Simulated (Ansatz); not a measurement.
Barrier height from FH + H to the transition structure FH2, without zero-point energy, on the benchmark's geometries as Psi4's copy of the set gives them.
Transition structure (charge 0, multiplicity 2):
| atom | x (Å) | y (Å) | z (Å) |
|---|---|---|---|
| H | 0.1466 | -1.1284 | 0.0000 |
| F | 0.0000 | 0.3304 | 0.0000 |
| H | -0.1466 | -1.8454 | 0.0000 |
Reactant (charge 0, multiplicity 1):
```xyz
2

F      0.00000     0.00000     0.00000
H      0.91538     0.00000     0.00000
```

Open shells are unrestricted; no spin–orbit coupling.

Cores are frozen in the correlated methods.

Codes used: Ansatz (Gaussian basis) for Hartree–Fock, density functionals and correlated methods. Each number belongs to the level named beside it.

Problem. One of these levels gives 1.011 eV for the barrier height. Name it.
A. MP2/cc-pVDZ
B. B3LYP/def2-TZVPPD
C. MP2/aug-cc-pVTZ
D. CCSD/aug-cc-pVTZ

Solution. B, B3LYP/def2-TZVPPD. The others give 1.651 (MP2/cc-pVDZ), 1.932 (MP2/aug-cc-pVTZ), 1.373 (CCSD/aug-cc-pVTZ)

Ansatz is a quantum-chemistry and plane-wave program.
